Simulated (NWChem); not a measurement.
Ionisation of Na (-1)

```xyz
1

Na     0.0000     0.0000     0.0000
```
Charge -1, spin multiplicity 1.

Everything below was run with NWChem.

Basis set: def2-TZVPD. −ε marks an orbital energy of the parent.

### Question
One of these methods gave a first vertical ionisation energy of -0.67 eV. Which?
(A) evGW@PBE
(B) G0W0@PBE
(C) −ε(HOMO) of HF
(D) −ε(HOMO) of PBE0

### Answer
D, −ε(HOMO) of PBE0. The others give 0.28 (G0W0@PBE), -0.41 (−ε(HOMO) of HF), 0.44 (evGW@PBE).
